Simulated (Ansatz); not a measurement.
Reaction (SMILES): ClCl (Cl2) → 2 Cl atom
B3LYP-D3(BJ)/def2-TZVP geometries, fixed; electronic energies without zero-point terms.
Largest species:
```xyz
2

Cl     0.0000     0.0000    -1.0068
Cl     0.0000     0.0000     1.0068
```

Basis-set convergence of the bond dissociation energy at B3LYP with Ansatz (a quantum-chemistry and plane-wave program). All functions are spherical. The program fits the integrals of some runs and decomposes those of others, by size. Open shells are unrestricted. No added dispersion term, no relativity. Functions are those of the species that has most. Reference: the value in aug-cc-pV(5+d)Z, 55.83 kcal/mol, itself unsure by roughly 0.09 kcal/mol (its mean distance from pcseg-4, aug-pcseg-3, aug-cc-pV(Q+d)Z). Deviations are taken from unrounded values.

```tsv
basis	functions	bond dissociation energy (kcal/mol)	minus reference (kcal/mol)
pcseg-0	26	26.82	-29.02
pcseg-1	36	48.55	-7.29
aug-pcseg-1	54	49.83	-6.00
pcseg-2	68	53.76	-2.08
aug-pcseg-2	100	55.11	-0.73
pcseg-3	128	55.80	-0.04
aug-pcseg-3	178	55.87	0.04
pcseg-4	210	55.92	0.09
```

The smallest set listed that lies within 1 kcal/mol of the reference with all its larger relatives (same family, alike in diffuse functions; a set with none counts only in the reference's own line) is aug-pcseg-2 (100 functions, -0.73 kcal/mol off).
